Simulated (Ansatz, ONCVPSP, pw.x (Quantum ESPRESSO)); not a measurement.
**pw.x on bcc C: one setting changed**

Potential: optimised norm-conserving Vanderbilt (ONCV), ONCVPSP 4.0.1.1 (patched build), PBEsol; core [He], reference 2s1.5 2p2.5; waves: 2s: rc 0.95 bohr, ncon 3, nbas 7, qcut 8.4 1/bohr, 1 projector; 2p: rc 2.15 bohr, ncon 4, nbas 8, qcut 6 1/bohr, 2 projectors, debl 0.9 Ha; local part: polynomial inside 0.76 bohr (lpopt 5, dvloc0 0 Ha); core correction: Teter function, fcfact 5.25, rcfact 1.2.

The reference run (k-mesh 18³, cutoffs 65/260 Ry, Fermi–Dirac 0.01 Ry, mixing_beta 0.4, conv_thr 1e-9, no spin) gives 2.42 GPa at 6.314 Å³/atom, where all-electron LAPW gives 4.37 GPa. This run, with its own iteration cap, changes nspin = 2 with starting_magnetization to 0.5.

```
&control
  calculation='scf', prefix='x', pseudo_dir='./', outdir='./tmp', tstress=.true., disk_io='none'
/
&system
  ibrav=0, nat=1, ntyp=1, ecutwfc=65, ecutrho=260, nbnd=9,
  occupations='smearing', smearing='fd', degauss=0.01, nspin=2, starting_magnetization(1)=0.5
/
&electrons
  conv_thr=1e-09, mixing_beta=0.4, electron_maxstep=50
/
ATOMIC_SPECIES
C 1.0 C.UPF
CELL_PARAMETERS angstrom
  -1.16434459 1.16434459 1.16434459
  1.16434459 -1.16434459 1.16434459
  1.16434459 1.16434459 -1.16434459
ATOMIC_POSITIONS crystal
C 0.0000 0.0000 0.0000
K_POINTS automatic
18 18 18 0 0 0
```

```bash
pw.x < C.scf.in > C.scf.out
```

Question: How does the run end?

Answer: It converges in 8 iterations; the free energy moves by +0.0 meV/atom and the pressure by +0.00 GPa. The result is that of the reference run.

```
Message from routine setup:
     using ibrav=0 with symmetry is DISCOURAGED, use correct ibrav instead
     lattice parameter (alat)  =       3.8110  a.u.
     unit-cell volume          =      42.6090 (a.u.)^3
     number of electrons       =         4.00
     number of Kohn-Sham states=            9
     kinetic-energy cutoff     =      65.0000  Ry
     charge density cutoff     =     260.0000  Ry
     scf convergence threshold =      1.0E-09
     Exchange-correlation= PBESOL
     atomic species   magnetization
     number of k points=   195  Fermi-Dirac smearing, width (Ry)=  0.0100
     iteration #  1     ecut=    65.00 Ry     beta= 0.40
     total energy              =     -11.29691206 Ry
     estimated scf accuracy    <       0.01719010 Ry
     total magnetization       =     0.61 Bohr mag/cell
     absolute magnetization    =     0.61 Bohr mag/cell
     iteration #  2     ecut=    65.00 Ry     beta= 0.40
     total energy              =     -11.32555276 Ry
     estimated scf accuracy    <       0.00921956 Ry
     total magnetization       =     0.45 Bohr mag/cell
     absolute magnetization    =     0.45 Bohr mag/cell
     iteration #  3     ecut=    65.00 Ry     beta= 0.40
     total energy              =     -11.34500430 Ry
     estimated scf accuracy    <       0.00018170 Ry
     total magnetization       =     0.02 Bohr mag/cell
     absolute magnetization    =     0.03 Bohr mag/cell
     iteration #  4     ecut=    65.00 Ry     beta= 0.40
     total energy              =     -11.34525222 Ry
     estimated scf accuracy    <       0.00006167 Ry
     total magnetization       =     0.02 Bohr mag/cell
     absolute magnetization    =     0.02 Bohr mag/cell
     iteration #  5     ecut=    65.00 Ry     beta= 0.40
     total energy              =     -11.34534214 Ry
     estimated scf accuracy    <       0.00000099 Ry
     total magnetization       =     0.00 Bohr mag/cell
     absolute magnetization    =     0.00 Bohr mag/cell
     iteration #  6     ecut=    65.00 Ry     beta= 0.40
     total energy              =     -11.34534244 Ry
     estimated scf accuracy    <       0.00000003 Ry
     total magnetization       =     0.00 Bohr mag/cell
     absolute magnetization    =     0.00 Bohr mag/cell
     iteration #  7     ecut=    65.00 Ry     beta= 0.40
     total energy              =     -11.34534246 Ry
     estimated scf accuracy    <       0.00000001 Ry
     total magnetization       =    -0.00 Bohr mag/cell
     absolute magnetization    =     0.00 Bohr mag/cell
     iteration #  8     ecut=    65.00 Ry     beta= 0.40
     the Fermi energy is    12.6890 ev
!    total energy              =     -11.34534246 Ry
     estimated scf accuracy    <          5.4E-11 Ry
     smearing contrib. (-TS)   =      -0.00153237 Ry
     The total energy is F=E-TS. E is the sum of the following terms:
     one-electron contribution =       5.27825985 Ry
     hartree contribution      =       0.26247093 Ry
     xc contribution           =      -3.65272327 Ry
     ewald contribution        =     -13.23181761 Ry
     total magnetization       =    -0.00 Bohr mag/cell
     absolute magnetization    =     0.00 Bohr mag/cell
     convergence has been achieved in   8 iterations
          total   stress  (Ry/bohr**3)                   (kbar)     P=       24.20
     Message from routine punch:
     Nothing written, as per user request (disk_io='none')
```

The run took about 9.8 s on one core of a shared host (Neoverse-V1, 32 threads, 247 GiB, load 17).
